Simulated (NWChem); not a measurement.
## What C2H2F2 (vinylidene fluoride) costs in NWChem

C2H2F2 has 6 atoms, charge 0, and is taken as a singlet. SMILES: `C=C(F)F`. The coordinates come from a PBE0-D4/def2-TZVP relaxation.

```xyz
6

C    -0.1159    0.4710   -0.5444
C     0.1050   -0.3946    0.4201
F    -0.4549   -0.3636    1.6076
F     0.9192   -1.4221    0.3430
H     0.3942    0.3606   -1.4884
H    -0.8056    1.2848   -0.3842
```

Program: NWChem 7.3.0. Hardware: 1 thread of Intel Xeon Platinum 8259CL at 2.50GHz (Skylake/Cascade Lake), shared host, so times are rough. Two-electron integrals are exact unless an approximation is named.

Problem. Estimate their order by wall time, quickest first.
A. gradient at HF/STO-3G
B. gradient at HF/aug-cc-pVDZ
C. gradient at HF/def2-SVP
D. gradient at PBE0/def2-SVP, grid xfine

Solution. A (1.6 s), C (7.8 s), D (20 s), B (63 s).
